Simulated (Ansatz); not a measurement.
Basis-set extrapolation for CH₄N₂S (`NC(N)=S`) (PBE0-D4/def2-TZVP geometry, frozen core, Ansatz 0.2.0). Multiplicity 1, RHF reference.

```tsv
	def2-TZVPP	def2-QZVPP
HF	-546.716803	-546.735164
MP2 correlation	-0.747910	-0.804543
CCSD(T) correlation	-0.810599	not run
```

Energies in hartree. Use E(X) = E(∞) + A·exp(−7.88·√X) for Hartree–Fock and E(X) = E(∞) + B·X^(−2.97) for correlation, with X = 3 and 4, and add CCSD(T) minus MP2 of the smaller set to the MP2 limit.

Problem. What is the CCSD(T) energy at the basis-set limit?

Solution. HF limit: -546.735164 + (-0.018361) × 0.13774 = -546.73769. MP2 limit: -0.804543 + (-0.056633) × 0.74074 = -0.84649. Higher-order term: -0.810599 − (-0.747910) = -0.06269. Total: -547.64687 hartree, 75.0 kcal/mol below CCSD(T)/def2-TZVPP.
